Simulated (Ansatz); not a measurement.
`OC(O)(F)CF` and `CC(O)(O)F` differ in one atom or group.

Ansatz, PBE0-D4/def2-TZVP geometries, multiplicity 1. Each molecule was computed in one conformer, which needn't be the lowest.

```tsv
property	`OC(O)(F)CF`
HOMO energy (PBE0/def2-TZVPP) / eV	-9.35
size of the dipole moment (PBE/def2-TZVPP) / D	0.96
LUMO energy (PBE/def2-TZVPP) / eV	0.22
HOMO energy (B3LYP/def2-TZVPP) / eV	-9.11
size of the dipole moment (ωB97M-V/def2-TZVPP) / D	1.01
HOMO energy (PBE/def2-TZVPP) / eV	-7.54
```

(1) What does the change do to each property? (An estimate is asked.)

## Answers

(1) The calculation gave: 
| property | `CC(O)(O)F` | shift |
| --- | --- | --- |
| HOMO energy (PBE0/def2-TZVPP) / eV | -9.15 | 0.20 |
| size of the dipole moment (PBE/def2-TZVPP) / D | 1.35 | 0.39 |
| LUMO energy (PBE/def2-TZVPP) / eV | 0.01 | -0.21 |
| HOMO energy (B3LYP/def2-TZVPP) / eV | -8.90 | 0.21 |
| size of the dipole moment (ωB97M-V/def2-TZVPP) / D | 1.42 | 0.41 |
| HOMO energy (PBE/def2-TZVPP) / eV | -7.35 | 0.19 |

With PBE0 the HOMO rises by 0.20 eV and the LUMO falls by 0.25 eV, so the gap narrows by about 0.45 eV. PBE moves the HOMO by 0.19 eV and ωB97M-V by 0.19 eV. Dipoles are sizes alone; their direction can turn.

B3LYP here is the variant with VWN-RPA as its local correlation; programs differ in this.
